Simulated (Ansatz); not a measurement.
Ansatz (an electronic-structure program) input (PBE/aug-cc-pVTZ):

Ansatz 0.2 input:
```yaml
crystal:
  periodic: [false, false, false]
  atoms:
    - {symbol: O, position_ang: [0.00702152, 0.00134342, 0.11666744]}
    - {symbol: H, position_ang: [-0.04995842, 0.75929218, -0.47415850]}
    - {symbol: H, position_ang: [-0.00621371, -0.77003954, -0.45918106]}
basis:
  gaussian:
    orbitals: aug-cc-pVTZ
hamiltonian:
  xc: {name: PBE}
magnetization: {spin_polarized: false}
```

Output:

```
Functional definition: PBE
integrals: 0.01 GiB planned
347 factors; their error is unknown
mean field: 0.17 GiB planned
mean field evaluation 1: about -2072.6223 eV, gradient 6.1e1 eV
mean field evaluation 2: about -2042.9974 eV, gradient 1.3e2 eV
mean field evaluation 4: about -2078.4150 eV, gradient 1.2e0 eV
mean field evaluation 8: about -2078.4123 eV, gradient 1.7e-2 eV
mean field -2078.41233385 eV, -76.3802444707 hartree, gradient 8.1e-6 eV, S^2 0.000000; 0 other end points of the search recorded, 0 dependent functions left out
reference -2078.41236956 eV, -76.3802457828 hartree; 5, 5 occupied and 87, 87 virtual orbitals, 347 factors
Total energy: -2078.41236956 eV, -76.3802457828 hartree
```
